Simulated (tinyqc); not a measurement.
Orbital energy against energy difference: ionisation energy by orbital energies and by energy differences in the 6-31g* basis, for H2O, spin multiplicity 1. Computed by the program tinyqc with PySCF. The cation is unrestricted; errors are against CCSD(T) in this basis, not against experiment.

Geometry (angstrom):

| atom | x | y | z |
|---|---|---|---|
| O | 0.0000 | 0.0000 | 0.0000 |
| H | 0.0000 | 0.6970 | 0.6210 |
| H | 0.0000 | -0.6790 | 0.6060 |

CCSD(T) difference in the same basis = 12.2241 eV

IP-EOM-CCSD = 12.0489 eV

First vertical ionisation energy (eV):

| method | -e(HOMO) | E(cation) - E | error of -e(HOMO) | error of the difference |
|---|---|---|---|---|
| HF | 13.694 | 11.07712 | 1.470 | -1.147 |
| LDA | 6.420 | 12.91698 | -5.805 | 0.693 |
| PBE | 6.326 | 12.57041 | -5.898 | 0.346 |
| PBE0 | 8.430 | 12.49997 | -3.794 | 0.276 |
| CAM-B3LYP | 9.955 | 12.61306 | -2.269 | 0.389 |
| LC-wPBE | 11.413 | 12.65527 | -0.812 | 0.431 |

Estimate the missing row, method = B3LYP.

Computed row:
```
method  -e(HOMO)  E(cation) - E  error of -e(HOMO)  error of the difference
B3LYP      8.060       12.61828             -4.164                    0.394
```

Koopmans errs by +1.47 eV and Delta-HF by -1.15 eV: relaxation, 2.62 eV, lowers the value and the missing correlation difference works against it. The PBE level is off by -5.9 eV through the wrong tail of its potential, though its energy difference is off by +0.35 eV; exact exchange deepens the level, and among the orbital energies LC-wPBE comes closest; among the differences PBE0 does.
